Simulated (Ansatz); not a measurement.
Scan of [CH3···H···O], triplet

Starting geometry:

```yaml
atoms:
  - { symbol: C, position_ang: [-1.3372, 0.0000, 0.0000] }
  - { symbol: H, position_ang: [-1.7004, 1.0273, 0.0000] }
  - { symbol: H, position_ang: [-1.7004, -0.5137, 0.8897] }
  - { symbol: H, position_ang: [-1.7004, -0.5137, -0.8897] }
  - { symbol: H, position_ang: [-0.2476, 0.0000, 0.0000] }
  - { symbol: O, position_ang: [1.3408, 0.0000, 0.0000] }
```

From there H5 is moved from one fragment to the other while all else, the fragments' distance too, stays fixed, so the hump isn't the reaction's barrier; atoms are numbered as listed. Energies are in kJ/mol, counted from the starting geometry at the same level.

Basis cc-pVDZ; Ansatz 0.2.0. Correlated methods freeze the noble-gas cores. R marks a restricted (for open shells ROHF) determinant, U an unrestricted one.

For open shells CISD is restricted-active-space CI with the open shells as a complete middle space.

Full CI isn't at hand for all of this; UCCSDT(Q) serves as the reference, and is uncertain by about the last step of the cluster series.

| distance C1-H5 (Å) | CISD |
| --- | --- |
| 1.013 | 7.3 |
| 1.090 | 0.0 |
| 1.175 | 16.2 |
| 1.261 | 46.2 |
| 1.346 | 77.2 |
| 1.432 | 90.7 |
| 1.517 | 84.8 |
| 1.603 | 66.9 |
| 1.688 | 55.8 |

Task: Estimate the UCCSDT(Q) curve in cc-pVDZ from this one, knowing how CISD errs.

Result: The computed UCCSDT(Q) values, in kJ/mol from the starting point, and the error of CISD against them:
```json
{"distance C1-H5 (Å)": "1.013", "UCCSDT(Q)": "10.2", "CISD less UCCSDT(Q)": "-2.9"}
{"distance C1-H5 (Å)": "1.090", "UCCSDT(Q)": "0.0", "CISD less UCCSDT(Q)": "0.0"}
{"distance C1-H5 (Å)": "1.175", "UCCSDT(Q)": "11.7", "CISD less UCCSDT(Q)": "4.6"}
{"distance C1-H5 (Å)": "1.261", "UCCSDT(Q)": "34.9", "CISD less UCCSDT(Q)": "11.3"}
{"distance C1-H5 (Å)": "1.346", "UCCSDT(Q)": "57.2", "CISD less UCCSDT(Q)": "20.0"}
{"distance C1-H5 (Å)": "1.432", "UCCSDT(Q)": "69.1", "CISD less UCCSDT(Q)": "21.7"}
{"distance C1-H5 (Å)": "1.517", "UCCSDT(Q)": "66.5", "CISD less UCCSDT(Q)": "18.2"}
{"distance C1-H5 (Å)": "1.603", "UCCSDT(Q)": "55.5", "CISD less UCCSDT(Q)": "11.4"}
{"distance C1-H5 (Å)": "1.688", "UCCSDT(Q)": "50.0", "CISD less UCCSDT(Q)": "5.8"}
```

The error spans 24.6 kJ/mol and is largest, 21.7 kJ/mol, at 1.432 Å.
